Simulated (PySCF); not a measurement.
Gas-phase reaction: 2 PH2 + H3SiOH + H2SiO → 2 H3SiPH2 + O2

Energies from PySCF (xtb for GFN2), thermal terms from the rigid-rotor harmonic-oscillator model, ideal gas at 1 bar. † marks an energy on the PBE0/def2-TZVP geometry and frequencies; other levels use their own. 6-31G* has spherical d functions here. Open shells (unrestricted): PH2 (multiplicity 2), O2 (multiplicity 3); the rest are closed-shell singlets. GFN2 has no spin-polarisation term. B3LYP is the form with VWN-RPA correlation. PH2, H3SiOH, H2SiO: computed as isolated molecules; such fragments, hydroxides, amides, oligomers or adducts are transient or little studied in the gas.

B3LYP/6-31G* gives ΔH°(298 K) = 111 kJ.

Problem. What do GFN2-xTB, LDA/def2-TZVP†, r2SCAN/def2-TZVP† give?

Solution. GFN2-xTB: 588 kJ; LDA/def2-TZVP†: 88 kJ; r2SCAN/def2-TZVP†: 135 kJ. For scale, ΔH°(298 K) is 111 kJ at this level, 149 kJ at ωB97M-V/def2-TZVP†, and runs from 59 to 588 kJ over the 20 levels computed († marks an energy on the PBE0/def2-TZVP geometry).
